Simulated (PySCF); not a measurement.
**The bond of Na₂, level by level**

What are the lowest state that PBE0 finds, the bond length, vibrational wavenumber and bond energy of Na₂, and how much do these hang on the method?

Method: Na def2-SVPD, no relativity; program: PySCF 2.14.0.

### 1 Set-up

A driver script around PySCF takes these settings:

```yaml
atoms: Na, Na
charge: 0
basis: Na def2-SVPD
Hamiltonian: no relativity
basis_functions: 36
electrons_treated: 22
masses_in_u: 22.9898, 22.9898
levels: PBE0, PBE, r²SCAN, M06, revPBE, B2PLYP, ωB97X, HF, MP2, SCS-MP2, CCSD, CCSD(T)
grid: 80 radial by 434 angular points
occupations: held fixed by the projection of orbital angular momentum
dissociation_limit: Na + Na, each in its ground configuration
starting_distance_in_angstrom: 3.150
values_of_2S_to_try: 0, 2
```

The run is started by

```sh
> OMP_NUM_THREADS=1 python dia.py task.json out
```

The runs that follow: PBE0 along the bond; Higher solutions at PBE0; PBE (GGA); r²SCAN (meta-GGA); M06 (hybrid meta-GGA); revPBE (GGA); B2PLYP (double hybrid); ωB97X (range-separated hybrid); RHF; Correlated methods on the Hartree–Fock reference.

Before running it: what results should come out? Wanted: for each run, Re; ωe; De.

The runs gave:

Lowest PBE0 solution found, without spin–orbit coupling: ¹Σg⁺ (singlet), closed shell. State 3 has its PBE0 minimum 1.59 eV higher. The other levels ran on the lowest alone.

```
      level  Re (Å)  ωe (cm⁻¹)  De (eV)
        RHF   3.237      155.1   -0.008
    RHF-MP2   3.214      154.0    0.459
RHF-SCS-MP2   3.215      153.6     0.54
   RHF-CCSD   3.211      151.2     0.70
RHF-CCSD(T)   3.211      151.0     0.70
        PBE   3.105      157.2     0.80
     revPBE   3.165      151.8     0.77
     r²SCAN   3.169      156.8     0.65
       PBE0   3.121      160.6     0.71
        M06   3.195      141.0     0.86
      ωB97X   3.107      167.3     0.85
     B2PLYP   3.111      159.2     0.70
```

De is counted to Na + Na in their ground configurations.

In words: Bond lengths run from 3.105 Å (PBE) to 3.237 Å (RHF). CCSD(T) can't serve as the judge here: for a weak bond in this basis it is far from its limit. Of the levels with a De here, RHF gives the least (-0.008 eV) and M06 the most (0.86 eV).

Correlated steps freeze 2 core orbitals. B2PLYP dipoles, levels and charges come from its SCF part alone. A negative De means that the minimum lies above the separated atoms at that level.
